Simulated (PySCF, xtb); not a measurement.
Homolysis of single bonds, series silaethenyl-X. Isolated molecules, 0 K electronic values unless said otherwise. One relaxed conformer stands for each flexible species; it need not be the lowest. Strings in code marks are SMILES.

Quantity: homolytic bond dissociation enthalpy at 298 K (no spin–orbit term), in kcal/mol. Enthalpy corrections at 298 K come from GFN2-xTB frequencies (xtb).

Level 1: PBE0-D3(BJ)/def2-TZVP (PySCF)
Level 2: ωB97X-D3(BJ)/def2-TZVP // PBE0-D3(BJ)/def2-TZVP (PySCF)
Level 3: B3LYP/6-311+G** // PBE0-D3(BJ)/def2-TZVP (PySCF)
Level 4: SVWN5/6-31G* // PBE0-D3(BJ)/def2-TZVP (PySCF)

```tsv
species	level 2	level 3	level 4
B–Si bond of `B[SiH]=C` (H–B–Si–C torsion 180°), giving `C=[SiH]` and `[BH2]`	94.3	87.5	105.1
Si–O bond of `C=[SiH]O` (C–Si–O–H torsion 0°), giving `C=[SiH]` and `[OH]`	124.8	112.8	137.9
C–O bond of `C=[SiH]C(=O)O` (C–Si–C–O torsion 0°, Si–C–O–H torsion -180°), giving `C=[SiH][C]=O` (C–Si–C–O torsion 104°) and `[OH]`	99.1	91.4	126.1
Si–C bond of `C=[SiH]C=O` (C–Si–C–O torsion 0°), giving `C=[SiH]` and `[CH]=O`	71.1	64.1	81.4
S–C bond of `C=[SiH]SC` (C–Si–S–C torsion 0°), giving `C=[SiH][S]` and `[CH3]`	57.9	47.2	73.0
Si–N bond of `C=[SiH]N` (C–Si–N–H torsion 0°), giving `C=[SiH]` and `[NH2]`	108.1	97.3	117.8
Si–O bond of `C=[SiH]OC` (C–Si–O–C torsion 0°), giving `C=[SiH]` and `C[O]`	110.8	96.4	116.5
O–C bond of `C=[SiH]OC` (C–Si–O–C torsion 0°), giving `C=[SiH][O]` and `[CH3]`	64.0	56.8	83.9
Si–C bond of `C=[SiH]C`, giving `C=[SiH]` and `[CH3]`	92.0	81.4	101.5
Si–C bond of `C=[SiH]C(C)=O` (C–Si–C–O torsion 0°), giving `C=[SiH]` and `C[C]=O`	71.9	63.0	82.1
C–Si bond of `C=C[SiH]=C` (C–C–Si–C torsion 15°), giving `C=[SiH]` and `[CH]=C`	99.7	88.5	106.7
Si–C bond of `C=[SiH]CC` (C–Si–C–C torsion 1°), giving `C=[SiH]` and `[CH2]C`	87.9	75.5	95.1
```

What does level 1 give for each?


- B–Si bond of `B[SiH]=C` (H–B–Si–C torsion 180°), giving `C=[SiH]` and `[BH2]`: 90.3
- Si–O bond of `C=[SiH]O` (C–Si–O–H torsion 0°), giving `C=[SiH]` and `[OH]`: 120.1
- C–O bond of `C=[SiH]C(=O)O` (C–Si–C–O torsion 0°, Si–C–O–H torsion -180°), giving `C=[SiH][C]=O` (C–Si–C–O torsion 104°) and `[OH]`: 96.7
- Si–C bond of `C=[SiH]C=O` (C–Si–C–O torsion 0°), giving `C=[SiH]` and `[CH]=O`: 67.9
- S–C bond of `C=[SiH]SC` (C–Si–S–C torsion 0°), giving `C=[SiH][S]` and `[CH3]`: 54.5
- Si–N bond of `C=[SiH]N` (C–Si–N–H torsion 0°), giving `C=[SiH]` and `[NH2]`: 103.0
- Si–O bond of `C=[SiH]OC` (C–Si–O–C torsion 0°), giving `C=[SiH]` and `C[O]`: 104.6
- O–C bond of `C=[SiH]OC` (C–Si–O–C torsion 0°), giving `C=[SiH][O]` and `[CH3]`: 62.1
- Si–C bond of `C=[SiH]C`, giving `C=[SiH]` and `[CH3]`: 86.5
- Si–C bond of `C=[SiH]C(C)=O` (C–Si–C–O torsion 0°), giving `C=[SiH]` and `C[C]=O`: 68.1
- C–Si bond of `C=C[SiH]=C` (C–C–Si–C torsion 15°), giving `C=[SiH]` and `[CH]=C`: 93.9
- Si–C bond of `C=[SiH]CC` (C–Si–C–C torsion 1°), giving `C=[SiH]` and `[CH2]C`: 81.8
